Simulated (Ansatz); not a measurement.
A calculation on hcp Os returned lattice constant a 2.722 Å, lattice parameter c 4.303 Å.

For reference: lattice constant a 2.734 Å (measured, 293 K, no zero-point or thermal correction, sources range from 2.734 to 2.740; as tabulated in Wikipedia's data pages); lattice parameter c 4.320 Å (measured, 293 K, no zero-point or thermal correction; as tabulated in Wikipedia's data pages).

Which level of theory produced these numbers?
A) PBE-D3(BJ) (Ansatz (a program for electronic structure))
B) PBE0 (Ansatz)
C) PBE (Ansatz)
D) rVV10 (Ansatz)

B, PBE0 (Ansatz)

The others give: PBE-D3(BJ) 2.737 Å, 4.322 Å; PBE 2.754 Å, 4.346 Å; rVV10 2.777 Å, 4.385 Å.

Unless a cell is named, each level is at its own relaxed cell (PBE 14.28, PBE-D3(BJ) 14.02, PBE0 13.80, rVV10 14.64 Å³/atom).

Ansatz's density-functional and Hartree–Fock values are scalar-relativistic unless marked +SOC, with PAW data made under PBE.
